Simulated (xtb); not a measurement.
xtb input (GFN1-xTB):

```bash
xtb mol.xyz --gfn 1 --sp --chrg 0 --uhf 0
```
mol.xyz:
```
9

C      0.00214948     0.86797098     0.00149051
C      0.75058129    -0.43583539    -0.00746307
C     -0.75273077    -0.43213559     0.00597256
H      0.01171755     1.45362880     0.91078734
H     -0.00451006     1.45678848    -0.90578946
H      1.25028356    -0.72912596    -0.92080071
H      1.26651116    -0.73228564     0.89577609
H     -1.25388730    -0.72608269     0.91830178
H     -1.27011491    -0.72292301    -0.89827503
```

Output:

```
           -------------------------------------------------
          |                Calculation Setup                |
           -------------------------------------------------

           -------------------------------------------------
          |                 G F N 1 - x T B                 |
           -------------------------------------------------

        Reference                      10.1021/acs.jctc.7b00118
      * Hamiltonian:
        H0-scaling (s, p, d)           1.850000    2.250000    2.000000
        zeta-weighting                 0.000000
      * Dispersion:
        s8                             2.400000
        a1                             0.630000
        a2                             5.000000
        s9                             0.000000
      * Repulsion:
        kExp                           1.500000
        rExp                           1.000000
      * Coulomb:
        alpha                          2.000000
        third order                    atomic
        anisotropic                    false
      * Halogen bond correction:
        rad-scale                      1.300000
        damping                        0.440000

          ...................................................
          :                      SETUP                      :
          :.................................................:
          :  # basis functions                  24          :
          :  # atomic orbitals                  24          :
          :  # shells                           18          :
          :  # electrons                        18          :
          :  # halogen bonds                     0          :
          :  max. iterations                   250          :
          :  Hamiltonian                  GFN1-xTB          :
          :  restarted?                      false          :
          :  GBSA solvation                  false          :
          :  PC potential                    false          :
          :  electronic temp.          300.0000000     K    :
          :  accuracy                    1.0000000          :
          :  -> integral cutoff          0.2500000E+02      :
          :  -> integral neglect         0.1000000E-07      :
          :  -> SCF convergence          0.1000000E-05 Eh   :
          :  -> wf. convergence          0.2000000E-04 e    :
          :  Broyden damping             0.4000000          :
          :  net charge                          0          :
          :  unpaired electrons                  0          :
          ...................................................

 iter      E             dE          RMSdq      gap      omega  full diag
   1     -9.6867954 -0.968680E+01  0.840E+00    8.58       0.0  T
   2     -9.6990014 -0.122060E-01  0.506E+00    9.12       1.0  T
   3     -9.6994138 -0.412367E-03  0.464E-01    9.52       1.0  T
   4     -9.7001102 -0.696458E-03  0.288E-02    9.33       1.2  T
   5     -9.7001136 -0.341458E-05  0.172E-04    9.34     193.7  T
   6     -9.7001136 -0.107629E-09  0.109E-05    9.34    3044.5  T
   7     -9.7001136 -0.266454E-13  0.150E-07    9.34  100000.0  T

   *** convergence criteria satisfied after 7 iterations ***

         #    Occupation            Energy/Eh            Energy/eV
      -------------------------------------------------------------
         1        2.0000           -0.6662002             -18.1282
       ...           ...                  ...                  ...
         3        2.0000           -0.6035842             -16.4244
         4        2.0000           -0.5713209             -15.5464
         5        2.0000           -0.5397567             -14.6875
         6        2.0000           -0.4901260             -13.3370
         7        2.0000           -0.4901260             -13.3370
         8        2.0000           -0.4537429             -12.3470
         9        2.0000           -0.4537429             -12.3470 (HOMO)
        10                         -0.1103399              -3.0025 (LUMO)
        11                         -0.1103399              -3.0025
        12                         -0.0962935              -2.6203
        13                         -0.0901304              -2.4526
        14                         -0.0890093              -2.4221
       ...                                ...                  ...
        24                          0.4143426              11.2748
      -------------------------------------------------------------
                  HL-Gap            0.3434030 Eh            9.3445 eV
             Fermi-level           -0.2820414 Eh           -7.6747 eV

 SCC (total)                   0 d,  0 h,  0 min,  0.005 sec
 SCC setup                      ...        0 min,  0.000 sec (  2.759%)
 Dispersion                     ...        0 min,  0.000 sec (  1.308%)
 classical contributions        ...        0 min,  0.000 sec (  0.660%)
 integral evaluation            ...        0 min,  0.001 sec ( 25.356%)
 iterations                     ...        0 min,  0.001 sec ( 26.867%)
 molecular gradient             ...        0 min,  0.002 sec ( 39.979%)
 printout                       ...        0 min,  0.000 sec (  2.789%)

         :::::::::::::::::::::::::::::::::::::::::::::::::::::
         ::                     SUMMARY                     ::
         :::::::::::::::::::::::::::::::::::::::::::::::::::::
         :: total energy              -9.551185099817 Eh    ::
         :: gradient norm              0.014198458258 Eh/a0 ::
         :: HOMO-LUMO gap              9.344471765474 eV    ::
         ::.................................................::
         :: SCC energy                -9.700113627842 Eh    ::
         :: -> electrostatic           0.000180675341 Eh    ::
         :: repulsion energy           0.150804115836 Eh    ::
         :: dispersion energy         -0.001875587810 Eh    ::
         :: halogen bond corr.         0.000000000000 Eh    ::
         :: add. restraining           0.000000000000 Eh    ::
         :: total charge              -0.000000000000 e     ::
         :::::::::::::::::::::::::::::::::::::::::::::::::::::

           -------------------------------------------------
          |                Property Printout                |
           -------------------------------------------------

    * Orbital Energies and Occupations

         #    Occupation            Energy/Eh            Energy/eV
      -------------------------------------------------------------
         1        2.0000           -0.6662002             -18.1282
         2        2.0000           -0.6035842             -16.4244
         3        2.0000           -0.6035842             -16.4244
         4        2.0000           -0.5713209             -15.5464
         5        2.0000           -0.5397567             -14.6875
         6        2.0000           -0.4901260             -13.3370
         7        2.0000           -0.4901260             -13.3370
         8        2.0000           -0.4537429             -12.3470
         9        2.0000           -0.4537429             -12.3470 (HOMO)
        10                         -0.1103399              -3.0025 (LUMO)
        11                         -0.1103399              -3.0025
        12                         -0.0962935              -2.6203
        13                         -0.0901304              -2.4526
        14                         -0.0890093              -2.4221
        15                         -0.0441974              -1.2027
        16                         -0.0441974              -1.2027
        17                          0.1859683               5.0605
        18                          0.2070356               5.6337
        19                          0.2070356               5.6337
Note: The following floating-point exceptions are signalling: IEEE_DENORMAL
normal termination of xtb
        20                          0.3490204               9.4973
       ...                                ...                  ...
        24                          0.4143426              11.2748
      -------------------------------------------------------------
                  HL-Gap            0.3434030 Eh            9.3445 eV
             Fermi-level           -0.2820414 Eh           -7.6747 eV

  Mulliken/CM5 charges         n(s)   n(p)   n(d)
     1C    -0.05619 -0.16521   1.000  3.056  0.000
     2C    -0.05619 -0.16521   1.000  3.056  0.000
     3C    -0.05619 -0.16521   1.000  3.056  0.000
     4H     0.02809  0.08261   0.972  0.000  0.000
     5H     0.02809  0.08261   0.972  0.000  0.000
     6H     0.02809  0.08261   0.972  0.000  0.000
     7H     0.02809  0.08261   0.972  0.000  0.000
     8H     0.02809  0.08261   0.972  0.000  0.000
     9H     0.02809  0.08261   0.972  0.000  0.000

Wiberg/Mayer (AO) data.
largest (>0.10) Wiberg bond orders for each atom

 ---------------------------------------------------------------------------
     #   Z sym  total        # sym  WBO       # sym  WBO       # sym  WBO
 ---------------------------------------------------------------------------
     1   6 C    3.953 --     3 C    0.989     2 C    0.989     5 H    0.984
                             4 H    0.984
     2   6 C    3.953 --     3 C    0.989     1 C    0.989     7 H    0.984
                             6 H    0.984
     3   6 C    3.953 --     2 C    0.989     1 C    0.989     8 H    0.984
                             9 H    0.984
     4   1 H    1.006 --     1 C    0.984
     5   1 H    1.006 --     1 C    0.984
     6   1 H    1.006 --     2 C    0.984
     7   1 H    1.006 --     2 C    0.984
     8   1 H    1.006 --     3 C    0.984
     9   1 H    1.006 --     3 C    0.984
 ---------------------------------------------------------------------------

Topologies differ in total number of bonds
Writing topology from bond orders to xtbtopo.mol

 dipole moment from electron density (au)
     X       Y       Z
   0.0000  -0.0000  -0.0000  total (Debye):    0.000

           -------------------------------------------------
          | TOTAL ENERGY               -9.551185099817 Eh   |
          | GRADIENT NORM               0.014198458258 Eh/α |
          | HOMO-LUMO GAP               9.344471765474 eV   |
           -------------------------------------------------

------------------------------------------------------------------------
------------------------------------------------------------------------
 total:
 SCF:
```
